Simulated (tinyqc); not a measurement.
Worked calculation: ROHF in the sto-3g basis, for OH+, spin multiplicity 3. This run ends on a higher stationary point, not on the lowest solution. One step of it, computed by the program tinyqc.

Question. Orthogonalisation. S = U s U^T; symmetric (Loewdin) form X = U s^(-1/2) U^T, so that X^T S X = 1.

overlap S:
```
           1O 1s     1O 2s    1O 2px    1O 2py    1O 2pz     2H 1s
1O 1s   1.000000  0.236704  0.000000  0.000000  0.000000  0.013048
1O 2s   0.236704  1.000000  0.000000  0.000000  0.000000  0.173553
1O 2px  0.000000  0.000000  1.000000  0.000000  0.000000  0.000000
1O 2py  0.000000  0.000000  0.000000  1.000000  0.000000  0.000000
1O 2pz  0.000000  0.000000  0.000000  0.000000  1.000000  0.175397
2H 1s   0.013048  0.173553  0.000000  0.000000  0.175397  1.000000
```

Give: eigenvalues of S; X.

Answer.

eigenvalues of S: 0.691  0.862  1.000  1.000  1.125  1.322

X:
```
         1O 1s   1O 2s  1O 2px  1O 2py  1O 2pz   2H 1s
1O 1s    1.022  -0.124   0.000   0.000  -0.002   0.010
1O 2s   -0.124   1.034   0.000   0.000   0.012  -0.092
1O 2px   0.000   0.000   1.000   0.000   0.000   0.000
1O 2py   0.000   0.000   0.000   1.000   0.000   0.000
1O 2pz  -0.002   0.012   0.000   0.000   1.012  -0.091
2H 1s    0.010  -0.092   0.000   0.000  -0.091   1.024
```
